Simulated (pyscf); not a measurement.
## Routes from HO–Ga=AsH + hydrogen (H₂)

Candidate steps break at most two bonds and form at most two. Each was searched with GFN2-xTB (tblite) first. Optimised with ωB97X-D3(BJ)/def2-SVP in PySCF. Energies: ωB97M-D3(BJ)/def2-TZVP, kcal/mol, from the separated reactants, singlet surface; ΔG‡ with ideal gas, 1 atm, RRHO with modes under 100 cm⁻¹ raised to 100, one conformer, R ln 2 for chiral ones without a mode under 150 cm⁻¹.

```csv
products,type,ΔE‡,ΔE,ΔG‡ 298 K,ΔG‡ 900 K,ν‡ (cm⁻¹)
HGa=AsH + H₂O,four-centre exchange,27.3,+9.3,36.4,54.6,1412i
HO–GaH–AsH₂,addition across a multiple bond or ene-type step,29.5,-28.9,37.8,56.5,1439i
```

Row 1: On the product side the descent ends in an adduct with a Ga–O contact, 14.4 kcal/mol under the separated species and 32.7 kcal/mol under the saddle at ωB97X-D3(BJ)/def2-TZVP. 

Plain bond fissions and candidates not yet searched are not listed, and one of them may be faster. Each barrier is that of the saddle found; lower ones may exist. Elements up to Kr have no core potential and no relativistic terms here.
